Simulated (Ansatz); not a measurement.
A first, cheap relaxation of C$_{2}$H$_{3}$FO$_{2}$, SMILES `O=COCF`.

```yaml
crystal:
  periodic: [false, false, false]
  atoms:
    - {symbol: O, position_ang: [0.573700, -0.762600, 1.587000]}
    - {symbol: C, position_ang: [0.358600, 0.425500, 1.188100]}
    - {symbol: O, position_ang: [-0.079700, 0.810400, -0.054600]}
    - {symbol: C, position_ang: [-0.210900, -0.289000, -0.897600]}
    - {symbol: F, position_ang: [-0.684900, 0.207400, -2.104700]}
    - {symbol: H, position_ang: [0.531800, 1.338900, 1.806600]}
    - {symbol: H, position_ang: [0.656800, -0.872500, -1.062600]}
    - {symbol: H, position_ang: [-1.053200, -0.915200, -0.517900]}
basis:
  gaussian: {orbitals: def2-SVP}
hamiltonian: {xc: pbe, dispersion: d4}
relax: {f_tol: 0.03, max_steps: 200}
```

```sh
$ ansatz run in.yaml --threads 4 --pin off --events-out ev --progress --plain
```

Output, abridged:

```
Functional definition: PBE
mean field -8917.01987950 eV, -327.6944363986 hartree, gradient 1.9e-5 eV, S^2 0.000000; 0 other end points of the search recorded, 0 dependent functions left out
relax step   1: F+E_penalty+E_count = -8917.13267166 eV  Δ(F+E_penalty+E_count) = +0.000e0 eV  max|allowed force component| = 3.948e0 eV/Å  Δτ_max = 0.0000 Å  (27 SCF iters, accepted)
mean field -8917.30473447 eV, -327.7049046254 hartree, gradient 2.5e-5 eV, S^2 0.000000; 0 other end points of the search recorded, 0 dependent functions left out
relax step   2: F+E_penalty+E_count = -8917.41774207 eV  Δ(F+E_penalty+E_count) = -2.851e-1 eV  max|allowed force component| = 1.150e0 eV/Å  Δτ_max = 0.0676 Å  (31 SCF iters, accepted)
mean field -8917.28051674 eV, -327.7040146403 hartree, gradient 2.6e-5 eV, S^2 0.000000; 0 other end points of the search recorded, 0 dependent functions left out
relax step   3: F+E_penalty+E_count = -8917.39351048 eV  Δ(F+E_penalty+E_count) = +2.423e-2 eV  max|allowed force component| = 1.335e0 eV/Å  Δτ_max = 0.1013 Å  (37 SCF iters, rejected (line search))
mean field -8917.36048552 eV, -327.7069534388 hartree, gradient 6.8e-6 eV, S^2 0.000000; 0 other end points of the search recorded, 0 dependent functions left out
relax step   4: F+E_penalty+E_count = -8917.47353385 eV  Δ(F+E_penalty+E_count) = -5.579e-2 eV  max|allowed force component| = 3.245e-1 eV/Å  Δτ_max = 0.0506 Å  (32 SCF iters, accepted)
mean field -8917.36002573 eV, -327.7069365420 hartree, gradient 2.0e-5 eV, S^2 0.000000; 0 other end points of the search recorded, 0 dependent functions left out
relax step   5: F+E_penalty+E_count = -8917.47284924 eV  Δ(F+E_penalty+E_count) = +6.846e-4 eV  max|allowed force component| = 3.150e-1 eV/Å  Δτ_max = 0.0271 Å  (31 SCF iters, rejected (line search))
mean field -8917.36492006 eV, -327.7071164052 hartree, gradient 1.8e-5 eV, S^2 0.000000; 0 other end points of the search recorded, 0 dependent functions left out
relax step   6: F+E_penalty+E_count = -8917.47801939 eV  Δ(F+E_penalty+E_count) = -4.486e-3 eV  max|allowed force component| = 3.671e-2 eV/Å  Δτ_max = 0.0126 Å  (31 SCF iters, accepted)
mean field -8917.36509389 eV, -327.7071227934 hartree, gradient 9.4e-6 eV, S^2 0.000000; 0 other end points of the search recorded, 0 dependent functions left out
relax step   7: F+E_penalty+E_count = -8917.47815819 eV  Δ(F+E_penalty+E_count) = -1.388e-4 eV  max|allowed force component| = 9.839e-3 eV/Å  Δτ_max = 0.0029 Å  (24 SCF iters, accepted)
mean field -8917.36509389 eV, -327.7071227934 hartree, gradient 9.4e-6 eV, S^2 0.000000; 1 other end points of the search recorded, 0 dependent functions left out
Total energy: -8917.47818031 eV, -327.7112786427 hartree
Atom 0 at     0.592057    -0.709259     1.568111 Å, force     0.002338     0.007023     0.003034 eV/Å
Atom 1 at     0.384000     0.425805     1.202550 Å, force    -0.001266    -0.006204     0.005786 eV/Å
Atom 2 at    -0.058141     0.779076    -0.023053 Å, force    -0.000030    -0.000844     0.003288 eV/Å
Atom 3 at    -0.277211    -0.305578    -0.928669 Å, force    -0.008675     0.007845    -0.004506 eV/Å
Atom 4 at    -0.649324     0.250275    -2.105079 Å, force     0.001226    -0.009839    -0.002607 eV/Å
Atom 5 at     0.522621     1.352002     1.815961 Å, force     0.001534    -0.003930    -0.000763 eV/Å
Atom 6 at     0.663643    -0.887012    -1.049847 Å, force     0.006123     0.000603    -0.003612 eV/Å
Atom 7 at    -1.085445    -0.962410    -0.535675 Å, force    -0.001250     0.005346    -0.000620 eV/Å
Dipole moment:    -0.019732     0.060142    -0.006838 e Å
```

It took 3 s on 4 threads of a server CPU on a shared host, with 0.16 GiB of host memory at the peak.
